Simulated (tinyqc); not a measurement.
Inside a calculation. Method: Pariser-Parr-Pople SCF with singles CI, for the molecule C=CC=C[CH2-] (SMILES; centres numbered as the heavy atoms are written). One step of it, computed by the program tinyqc.

Task: PPP integrals. Ohno: gamma = 14.399645/sqrt(R^2 + a^2), a = 2 x 14.399645/(gamma_rr + gamma_ss); H_rr = -W_r - sum_(s != r) z_s gamma_rs; H_rs = beta for bonds.

Centres (angstrom, eV; a flat drawing with bonds scaled to 1.40 angstrom):
```
centre          x          y  core charge z          W   gamma_rr
1C      -2.425000  -0.280000              1  11.160000  11.130000
2C      -1.212000   0.420000              1  11.160000  11.130000
3C       0.000000  -0.280000              1  11.160000  11.130000
4C       1.212000   0.420000              1  11.160000  11.130000
5C       2.425000  -0.280000              1  11.160000  11.130000
```

Resonance integrals (eV):
```
i  j       beta
1  2  -2.390000
2  3  -2.390000
3  4  -2.390000
4  5  -2.390000
```

Give: repulsion gamma_rs; core matrix H.

Result:

repulsion gamma_rs (eV), order 1C, 2C, 3C, 4C, 5C:
$$\begin{pmatrix}
11.1300 & 7.5524 & 5.2390 & 3.6704 & 2.8687 \\
7.5524 & 11.1300 & 7.5550 & 5.2407 & 3.6704 \\
5.2390 & 7.5550 & 11.1300 & 7.5550 & 5.2390 \\
3.6704 & 5.2407 & 7.5550 & 11.1300 & 7.5524 \\
2.8687 & 3.6704 & 5.2390 & 7.5524 & 11.1300
\end{pmatrix}$$

core matrix H (eV), order 1C, 2C, 3C, 4C, 5C:
$$\begin{pmatrix}
-30.4905 & -2.3900 & 0.0000 & 0.0000 & 0.0000 \\
-2.3900 & -35.1785 & -2.3900 & 0.0000 & 0.0000 \\
0.0000 & -2.3900 & -36.7480 & -2.3900 & 0.0000 \\
0.0000 & 0.0000 & -2.3900 & -35.1785 & -2.3900 \\
0.0000 & 0.0000 & 0.0000 & -2.3900 & -30.4905
\end{pmatrix}$$
